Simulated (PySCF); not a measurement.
Gas-phase reaction: 4 H2CSiH2 + 3 H2 ⇌ 2 Si2H6 + C4H10 (isobutane)

Energies from PySCF, thermal terms from the rigid-rotor harmonic-oscillator model, ideal gas at 1 bar. † marks an energy on the PBE0/def2-TZVP geometry and frequencies; other levels use their own. CCSD(T) freezes the core. All species are closed-shell singlets. H2CSiH2: computed as isolated molecules; such fragments, hydroxides, amides, oligomers or adducts are transient or little studied in the gas. CCSD(T) isn't extrapolated to the basis-set limit.

HF/def2-TZVP† gives ΔH°(298 K) = -840 kJ.

What do PBE0/def2-TZVP, ωB97M-V/def2-TZVP†, CCSD(T)/def2-SVP† give?

PBE0/def2-TZVP: -819 kJ; ωB97M-V/def2-TZVP†: -779 kJ; CCSD(T)/def2-SVP†: -802 kJ. For scale, ΔH°(298 K) is -840 kJ at this level, -779 kJ at ωB97M-V/def2-TZVP†, and runs from -911 to -646 kJ over the 17 levels computed.
